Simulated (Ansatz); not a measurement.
# CH5AlO: functionals against CCSD(T) at one geometry

An exercise on one series of results from a longer session: the logs are not shown, and one member is left open.

The runs use Ansatz 0.2.0, Gaussian basis; single points in def2-TZVPP.

Cores are frozen in the correlated methods.

### Where the work starts

SMILES `C[O][AlH2]`, 8 atoms, charge 0, spin multiplicity 1.

Atoms are counted from 1 here; the program's logs count them from 0.

Bond lengths: C1–O2 1.482 Å, C1–H4 1.031 Å, C1–H5 1.126 Å, C1–H6 1.184 Å, O2–Al3 1.584 Å, Al3–H7 1.545 Å, Al3–H8 1.519 Å. Angles: O2–C1–H4 105.2°, O2–C1–H5 106.0°, O2–C1–H6 104.9°, H4–C1–H5 115.1°, H4–C1–H6 110.9°, H5–C1–H6 113.7°, C1–O2–Al3 175.2°, O2–Al3–H7 123.6°, O2–Al3–H8 125.5°, H7–Al3–H8 110.6°.

Coordinates:

```
C    -0.5601    1.2369   -0.4906
O     0.0145   -0.0304    0.0193
Al    0.6496   -1.4197    0.4380
H    -1.1585    0.9630   -1.2837
H     0.3177    1.8889   -0.7585
H    -1.2118    1.6583    0.4041
H     2.0545   -1.5629    1.0643
H    -0.0657   -2.7601    0.4159
```

The first run:

File run/in.yaml:

```yaml
crystal:
  periodic: [false, false, false]
  atoms:
    - {symbol: C, position_ang: [-0.560100, 1.236900, -0.490600]}
    - {symbol: O, position_ang: [0.014500, -0.030400, 0.019300]}
    - {symbol: Al, position_ang: [0.649600, -1.419700, 0.438000]}
    - {symbol: H, position_ang: [-1.158500, 0.963000, -1.283700]}
    - {symbol: H, position_ang: [0.317700, 1.888900, -0.758500]}
    - {symbol: H, position_ang: [-1.211800, 1.658300, 0.404100]}
    - {symbol: H, position_ang: [2.054500, -1.562900, 1.064300]}
    - {symbol: H, position_ang: [-0.065700, -2.760100, 0.415900]}
basis:
  gaussian: {orbitals: def2-TZVPP}
correlation: {method: ccsd_t}
output: {forces: true}
```

The command line of these runs was not kept.

Among the steps run: CCSD(T)/def2-TZVPP; PBE0-D4/def2-TZVPP; wB97M-V/def2-TZVPP; r2SCAN-D4/def2-TZVPP; PBE-D4/def2-TZVPP; CAM-B3LYP-D4/def2-TZVPP; HSE06-D4/def2-TZVPP.

One of the session's tables, all rows but one given; the rest of the session is left out.

| method | RMS force component (eV/Å) | angle to CCSD(T) forces (°) | dipole (D) |
| --- | --- | --- | --- |
| CCSD(T) | 1.668 | reference | 2.41 |
| PBE0-D4 | ? | ? | ? |
| wB97M-V | 1.667 | 1.3 | 2.36 |
| r2SCAN-D4 | 1.632 | 1.3 | 2.36 |
| PBE-D4 | 1.668 | 3.9 | 2.29 |
| CAM-B3LYP-D4 | 1.645 | 2.4 | 2.35 |
| HSE06-D4 | 1.695 | 3.2 | 2.30 |

Estimate the missing values for PBE0-D4.

As computed: RMS force component (eV/Å): 1.693; angle to CCSD(T) forces (°): 3.2; dipole (D): 2.30. In the column «RMS force component (eV/Å)» it lies between PBE-D4 (1.668) and HSE06-D4 (1.695).
